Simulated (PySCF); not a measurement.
CH₃BN (charge -1).
SMILES with atom numbers: `[BH3-:1][C:2]#[N:3]` (hydrogens: H4, H5, H6 on B1)
Bond orders are those of one Lewis drawing.

Computed by this run: PySCF 2.14.0, PBE0-D3(BJ)/def2-SVP geometry optimisation, gas phase; density fitting, grid level 1; the optimiser is geomeTRIC in internal coordinates, started from a GFN2-xTB structure with every atom displaced at random (about 0.03 Å).

Step 0: E = -3246.1143 eV
```
atom  x, y, z in Å  |  force x, y, z in eV/Å
B1     -0.4532   -0.0700   -0.0062   -2.594   2.572  -0.298
C2      1.0235   -0.0198    0.0045   -4.523   0.032   0.185
N3      2.1381   -0.0297    0.0115    7.569   0.019   0.015
H4     -0.7996   -0.8780   -0.7742   -0.659  -1.210  -0.958
H5     -0.9313   -0.2052    1.0871   -0.235  -0.301   0.725
H6     -0.9081    1.1107   -0.4352    0.442  -1.112   0.332
```

Step 1: E = -3246.5890 eV
```
atom  x, y, z in Å  |  force x, y, z in eV/Å
B1     -0.4892   -0.0395   -0.0208   -0.600   0.713  -0.186
C2      1.0777   -0.0072    0.0094   -0.151  -0.165   0.043
N3      2.2402   -0.0167    0.0245    0.511   0.066   0.010
H4     -0.8860   -0.8998   -0.8056    0.000  -0.202  -0.039
H5     -0.9607   -0.2048    1.1074    0.071  -0.159   0.115
H6     -0.9127    1.0760   -0.4273    0.170  -0.252   0.057
```

Step 2: E = -3246.6068 eV
```
atom  x, y, z in Å  |  force x, y, z in eV/Å
B1     -0.5027   -0.0211   -0.0284   -0.178   0.100  -0.009
C2      1.0779   -0.0086    0.0094    0.158  -0.075  -0.002
N3      2.2448   -0.0168    0.0305   -0.051   0.034   0.009
H4     -0.8907   -0.9062   -0.8029    0.018  -0.047   0.018
H5     -0.9494   -0.2160    1.1109    0.034  -0.058   0.012
H6     -0.9104    1.0767   -0.4319    0.019   0.046  -0.028
```

Question: Estimate the geometry and energy of step 3. (The exact step hangs on the optimiser's Hessian estimate; all steps are aligned on step 2, rigid shifts and turns removed.)

Answer: E = -3246.6086 eV, largest force 0.102 eV/Å
```
atom  x, y, z in Å  |  force x, y, z in eV/Å
B1     -0.5085   -0.0150   -0.0310   -0.035  -0.001   0.006
C2      1.0777   -0.0114    0.0088    0.100  -0.016  -0.014
N3      2.2448   -0.0163    0.0336   -0.085   0.012   0.007
H4     -0.8910   -0.9107   -0.7990    0.005   0.006   0.013
H5     -0.9429   -0.2238    1.1118    0.005  -0.005  -0.010
H6     -0.9106    1.0852   -0.4367    0.011   0.003  -0.002
```

The energy changes by -0.0019 eV. The first-order estimate −F·Δx gives -0.0034 eV and the mean of the old and new forces, exact on a quadratic surface, -0.0019 eV. The step makes an angle of 51° with the force vector and moves no atom by more than 0.010 Å.

The cost below is that of the whole optimisation. On Arm Neoverse V2, one thread, no GPU, shared host with 96 logical CPUs at a one-minute load of 32, this took 3.4 s of wall time and 0.25 GiB of memory at its peak.
